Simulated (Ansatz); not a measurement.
Born–Oppenheimer molecular dynamics of BFH$_{4}$ (6 atoms, charge 0, multiplicity 1). It starts at the highest image of a converged band, a first-order saddle point between two minima.

Level of theory: Ansatz, RKS B3LYP/def2-SVP.

```yaml
ensemble: NVE (velocity Verlet)
time_step: 0.5 fs
steps_asked: 200
starting_velocities_drawn_for: 300 K
seed: 3065
```

First frame:

```xyz
6
Properties=species:S:1:pos:R:3
B 0.010 -0.174 0.053
H 0.004 0.196 1.319
H 1.058 0.123 -0.449
H -1.056 0.065 -0.442
F 0.055 -1.732 0.558
H 0.034 -0.879 1.320
```

(1) How far do the bonds stretch over the last three quarters of this one trajectory? (Pairs bonded in most of those frames.)

## Answers

(1) 
| bond | mean (Å) | spread (Å) | shortest | longest |
| --- | --- | --- | --- | --- |
| B1–H2 | 1.210 | 0.040 | 1.14 | 1.28 |
| B1–H3 | 1.207 | 0.028 | 1.16 | 1.26 |
| B1–H4 | 1.206 | 0.019 | 1.16 | 1.25 |
| F5–H6 | 0.929 | 0.010 | 0.91 | 0.95 |

Mean temperature of the second half: 490 K. The conserved energy stayed within 0.13 meV per atom of its start (net change 0.077 meV per atom), so the integration is sound. The kinetic energy rose, since the run started high on the potential surface and went downhill. It ends in pieces (BH3 + FH), so much of that is their flight and rotation, not heat. A run of 0.1 ps of so small a system gives no equilibrium averages. The orbitals stay closed-shell, which can raise the energy where a bond breaks towards radicals; this wasn't checked here.

Time of the run: 110 s on 1 thread of Intel(R) Xeon(R) Platinum 8488C (Sapphire Rapids), on a shared host, peak memory 0.12 GiB.
